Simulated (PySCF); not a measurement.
# Energy of O⁻ (oxygen, charge -1) between two integer charges

The 2p beta orbital of [He] 2s2 2p5 is emptied in steps (occupation f), with all orbitals relaxed, ending at [He] 2s2 2p4. Computed with PySCF 2.14 in aug-cc-pVDZ, with no relativity, point nucleus. The exact energy is a straight line in f; departures are measured from the line between the end points of the same method.

**Question.** Among LDA, PBE, PBE0, r2SCAN, r2SCAN0, which shows the largest delocalisation error (convex curve), and which is closest to linear?

**Answer.** Most convex: LDA (-1.181 eV at f = 0.4); closest to linear: r2SCAN0 (-0.606 eV).

```csv
f,LDA (eV),PBE (eV),PBE0 (eV),r2SCAN (eV),r2SCAN0 (eV)
1,0.000,0.000,0.000,0.000,0.000
0.8,-0.749,-0.718,-0.444,-0.650,-0.396
0.6,-1.152,-1.100,-0.683,-0.987,-0.603
0.4,-1.181,-1.120,-0.697,-0.990,-0.606
0.2,-0.805,-0.757,-0.472,-0.655,-0.401
0,0.000,0.000,0.000,0.000,0.000
```

| method | E(f=0) − E(f=1) (eV) | −ε at f=1 (eV) | −ε at f=0.4 (eV) |
| --- | --- | --- | --- |
| LDA | 2.037 | -2.519 | 2.883 |
| PBE | 1.759 | -2.631 | 2.602 |
| PBE0 | 1.394 | -1.295 | 1.914 |
| r2SCAN | 1.516 | -2.485 | 2.347 |
| r2SCAN0 | 1.255 | -1.156 | 1.763 |

At f = 1 the orbital energy is positive for LDA, PBE, PBE0, r2SCAN, r2SCAN0: only the finite basis holds the electron.

Reference removal energy between the ground levels: 1.461 eV (measured; photodetachment measurements, as compiled on the Wikipedia data page of electron affinities). The calculation has no spin-orbit coupling.
